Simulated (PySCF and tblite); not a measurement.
Results of a calculation; reference values are marked as such.
## Conformer ensemble of C4H10O, numbered as in [CH3:1][CH2:2][CH2:3][O:4][CH3:5]

The ensemble was built from 90 distance-geometry starts (ETKDG and KDG, MMFF94s, GFN2-xTB) and rests on GFN2-xTB geometries. Weights use PBE0-D3(BJ)/def2-TZVP (IEF-PCM, chloroform) energies plus GFN2-xTB zero-point and thermal terms (modes under about 100 cm⁻¹ blended into free rotors). Symmetry numbers and mirror images are counted. Conformers within 3 kcal/mol (GFN2-xTB free energy) were kept, 10 at most. GIAO shieldings: wB97X-D/pcSseg-1 (IEF-PCM, chloroform). Couplings: B3LYP/6-31G* with pcJ-1 on H (gas phase; spin-dipole term only for pairs with B, N, F, Si or P). Couplings are for ¹H; a prime marks the second kind of pair between the same two sets of atoms. H–H couplings come out 0.1 to 0.9 Hz lower than with pcJ-1 on all atoms. Shifts are against TMS (¹H), TMS (¹³C) at the same level. Codes: tblite and PySCF.

Torsions listed: C1–C2–C3–O4, C2–C3–O4–C5. Of a mirror pair one member is shown.

```json
{"conformer": "1", "shape": "66°, -179°", "symmetry": "C1 (pair)", "E(GFN2) kcal/mol": "0.18", "E(DFT) kcal/mol": "0.14", "G(298.15 K) kcal/mol": "0.00", "weight %": "49.8", "dipole D": "1.36"}
{"conformer": "2", "shape": "180°, 180°", "symmetry": "Cs", "E(GFN2) kcal/mol": "0.07", "E(DFT) kcal/mol": "0.00", "G(298.15 K) kcal/mol": "0.19", "weight %": "36.1", "dipole D": "1.33"}
{"conformer": "3", "shape": "60°, 73°", "symmetry": "C1 (pair)", "E(GFN2) kcal/mol": "0.14", "E(DFT) kcal/mol": "1.09", "G(298.15 K) kcal/mol": "1.16", "weight %": "7.1", "dipole D": "1.56"}
{"conformer": "4", "shape": "-172°, -72°", "symmetry": "C1 (pair)", "E(GFN2) kcal/mol": "0.00", "E(DFT) kcal/mol": "1.15", "G(298.15 K) kcal/mol": "1.16", "weight %": "7.0", "dipole D": "1.57"}
```

Weights (%) against temperature:

```json
{"T (K)": "180", "1": "51.7", "2": "44.0", "3": "2.3", "4": "2.1", "S(mix) cal/mol/K": "2.50"}
{"T (K)": "230", "1": "51.5", "2": "40.1", "3": "4.3", "4": "4.1", "S(mix) cal/mol/K": "2.76"}
{"T (K)": "298.15", "1": "49.8", "2": "36.1", "3": "7.1", "4": "7.0", "S(mix) cal/mol/K": "3.04"}
{"T (K)": "330", "1": "48.9", "2": "34.6", "3": "8.2", "4": "8.3", "S(mix) cal/mol/K": "3.14"}
{"T (K)": "400", "1": "46.9", "2": "32.0", "3": "10.4", "4": "10.7", "S(mix) cal/mol/K": "3.31"}
```

Averaged shifts at 298.15 K. ¹H: 3.57 (H5, 3H), 3.41 (H3, 2H), 1.54 (H2, 2H), 0.98 (H1, 3H) ppm. ¹³C: 78.7 (C3), 61.7 (C5), 27.4 (C2), 13.2 (C1) ppm.

Averaged couplings (Hz): ²J(H1,H1) -13.7, ³J(H1,H2) 7.5, ²J(H2,H2) -13.5, ³J(H2,H3) 6.2, ³J(H2,H3′) 6.3, ²J(H3,H3) -9.0, ²J(H5,H5) -10.8.

Coordinates of conformer 1 (Å):

```xyz
15

C    -1.966    0.352    0.402
C    -1.159   -0.743   -0.283
C     0.256   -0.278   -0.613
O     0.960   -0.060    0.589
C     2.271    0.389    0.385
H    -1.451    0.676    1.302
H    -2.952   -0.015    0.674
H    -2.085    1.210   -0.258
H    -1.648   -1.051   -1.208
H    -1.088   -1.609    0.376
H     0.775   -1.041   -1.216
H     0.223    0.653   -1.202
H     2.859   -0.340   -0.188
H     2.715    0.518    1.370
H     2.286    1.347   -0.151
```

Coordinates of conformer 2 (Å):

```xyz
15

C    -2.272   -0.375   -0.238
C    -1.073    0.111    0.564
C     0.226   -0.041   -0.219
O     1.294    0.425    0.574
C     2.538    0.325   -0.064
H    -2.373    0.193   -1.160
H    -3.186   -0.258    0.340
H    -2.160   -1.426   -0.494
H    -0.985   -0.455    1.492
H    -1.197    1.162    0.828
H     0.387   -1.098   -0.485
H     0.174    0.536   -1.157
H     3.280    0.709    0.634
H     2.564    0.918   -0.987
H     2.777   -0.718   -0.313
```

Shifts are unscaled: against experiment ¹³C can be off by 15 ppm or more and ¹H by 0.8 ppm.

Search and properties took 2.2 min on 1 thread of Arm Neoverse V2, on a host shared with other jobs (rough), launched as `OMP_NUM_THREADS=1 python ens_run.py task.json out`.
